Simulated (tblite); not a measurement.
Compound: C₆H₉ (doublet state).
Structure used (GFN2-xTB), in Å, numbered top down from 1:
```
atom  x, y, z in Å
C1    -1.0874    1.2782    0.3735
C2    -0.1923    0.2336   -0.2973
C3    -0.9430   -1.0914   -0.4561
C4     1.0535    0.0245    0.5222
C5     2.3203    0.7501    0.2362
C6     2.3898   -0.4661   -0.1707
H7    -1.9838    1.4447   -0.2190
H8    -1.3839    0.9415    1.3645
H9    -0.5548    2.2204    0.4731
H10    0.0971    0.5999   -1.2883
H11   -0.3153   -1.8309   -0.9486
H12   -1.8401   -0.9494   -1.0541
H13   -1.2352   -1.4793    0.5176
H14    0.8644   -0.3293    1.5337
H15    2.8063   -1.3384   -0.6087
```

Level: GFN2-xTB in tblite, geometry and Hessian alike; calculated harmonic values, unscaled, isolated species. Errors from tens to a few hundred cm⁻¹ against measured bands are possible. One conformer, not necessarily the lowest. Open shells enter through the occupations alone, without spin polarisation, and single modes of such species can be off by tens of per cent.

Harmonic wavenumbers (cm⁻¹): 53.1, 188.2, 203.2, 218.9, 309.2, 332.9, 413.9, 484.6, 664.2, 732.8, 842.6, 872.7, 901.7, 947.0, 956.3, 983.6, 1126.0, 1128.9, 1156.2, 1184.2, 1267.2, 1307.5, 1357.0, 1399.6, 1413.5, 1493.0, 1493.7, 1502.1, 1505.5, 1808.3, 2937.8, 2968.3, 3028.2, 3029.7, 3034.0, 3036.4, 3038.6, 3045.7, 3240.5.

A = 6515, B = 2730, C = 2108 MHz; mass 81.070 u (most abundant isotopes); point group C1, symmetry number 1; spin multiplicity 2.

Problem. Zero-point energy?

Solution. Half the sum of the wavenumbers: 27803 cm⁻¹ = 332.60 kJ/mol.

Problem. Entropy at 298.15 K, 1 bar (ideal gas, RRHO, classical rotation)?

Solution. Translation 163.67, rotation 111.10, vibration 71.24, spin (R ln 2) 5.76: S = 351.8 J/(mol K).

Problem. And Cp and H(298.15 K) − H(0)?

Solution. Cp = 116.73 J/(mol K), of which vibrations give 83.47 (their classical limit is 39 R = 324.3); H(298.15 K) − H(0) = 21.74 kJ/mol without the zero-point energy, 11.82 from vibrations.

Problem. What must be added to the electronic energy to get the Gibbs energy at 298.15 K and 1 bar?

Solution. ZPE + [H(298.15 K) − H(0)] − T·S = 332.60 + 21.74 − 104.88 = 249.46 kJ/mol.

Problem. Which modes carry the vibrational entropy at 298.15 K?

Solution. 53.1 cm⁻¹: 19.66; 188.2 cm⁻¹: 9.40; 203.2 cm⁻¹: 8.80; 218.9 cm⁻¹: 8.23; 309.2 cm⁻¹: 5.72; 332.9 cm⁻¹: 5.21 J/(mol K); the other 33 give 14.22 together.

Hindered rotation and anharmonicity are outside this model. Other conformers, if any are populated, would add a mixing term that is left out. The structure is chiral; the term R ln 2 for an equal mix with its mirror image is left out.

On Intel Xeon at 2.70 GHz, one thread, no GPU, shared host with 64 logical CPUs at a one-minute load of 51, this took 0.46 s of wall time. The figure is for the frequency step alone.
